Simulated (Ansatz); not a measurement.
`C/N=C(\C)O` and `C/N=C(/C)Cl` differ in one atom or group (the configuration at the double bond changes too).

Ansatz, PBE0-D4/def2-TZVP geometries, multiplicity 1. Each molecule was computed in one conformer, which needn't be the lowest.

| property | `C/N=C(\C)O` |
| --- | --- |
| HOMO–LUMO gap (PBE0/def2-TZVPP) / eV | 8.02 |
| size of the dipole moment (ωB97M-V/def2-TZVPP) / D | 1.37 |
| HOMO–LUMO gap (ωB97M-V/def2-TZVPP) / eV | 12.15 |
| HOMO–LUMO gap (PBE/def2-TZVPP) / eV | 5.48 |
| HOMO–LUMO gap (B3LYP/def2-TZVPP) / eV | 7.52 |
| size of the dipole moment (PBE/def2-TZVPP) / D | 1.24 |

Problem. Give the same properties after the change, and the shifts. (An estimate is asked.)

Solution. Ansatz gave: 
```json
{"property": "HOMO–LUMO gap (PBE0/def2-TZVPP) / eV", "`C/N=C(/C)Cl`": "7.58", "shift": "-0.44"}
{"property": "size of the dipole moment (ωB97M-V/def2-TZVPP) / D", "`C/N=C(/C)Cl`": "0.47", "shift": "-0.90"}
{"property": "HOMO–LUMO gap (ωB97M-V/def2-TZVPP) / eV", "`C/N=C(/C)Cl`": "12.09", "shift": "-0.06"}
{"property": "HOMO–LUMO gap (PBE/def2-TZVPP) / eV", "`C/N=C(/C)Cl`": "5.10", "shift": "-0.38"}
{"property": "HOMO–LUMO gap (B3LYP/def2-TZVPP) / eV", "`C/N=C(/C)Cl`": "7.10", "shift": "-0.42"}
{"property": "size of the dipole moment (PBE/def2-TZVPP) / D", "`C/N=C(/C)Cl`": "0.56", "shift": "-0.68"}
```

With PBE0 the HOMO falls by 0.40 eV and the LUMO falls by 0.83 eV, so the gap narrows by about 0.43 eV. PBE moves the HOMO by -0.43 eV and ωB97M-V by -0.38 eV. Dipoles are sizes alone; their direction can turn.

B3LYP here is the variant with VWN-RPA as its local correlation; programs differ in this.
